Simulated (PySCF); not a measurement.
Molecule: `O=c1occo1`, C3H2O3.

Bonds (- single, = double, # triple, : aromatic): O1=C2, C2-O3, O3-C4, C4=C5, C5-O6, O6-C2. C4 carries H7; C5 carries H8.

Frames of a GFN2-xTB Langevin trajectory at 400 K; GIAO PBE0/pcSseg-1 shieldings in PySCF, gas phase, non-relativistic; equivalent atoms averaged within each frame.

Shifts are taken against calculated references (same method and geometry level): 17O (σref 336.08) vs H2O; 13C (σref 186.93), 1H (σref 31.72) vs TMS. The references are static minima.

Question: How do the shifts (ppm) fluctuate along the trajectory?

Answer: 
```tsv
time (fs)	O1	O3/O6	C2	C4/C5	H7/H8
optimised geometry	298.3	226.5	158.0	138.0	7.13
250	299.1	227.4	154.5	139.1	7.50
425	288.4	239.1	156.9	142.0	7.70
625	309.1	229.3	158.9	129.4	6.68
800	311.5	233.3	160.8	137.1	7.00
1000	303.3	234.8	158.3	141.6	7.19
mean of frames	302.3	232.8	157.9	137.9	7.21
standard deviation	9.2	4.6	2.4	5.1	0.40
```

5 frames give an uncertainty of the mean of about the standard deviation over 2.2 at best, since frames this close in time may not be independent; classical motion lacks zero-point vibration, and the reference would need the same averaging.
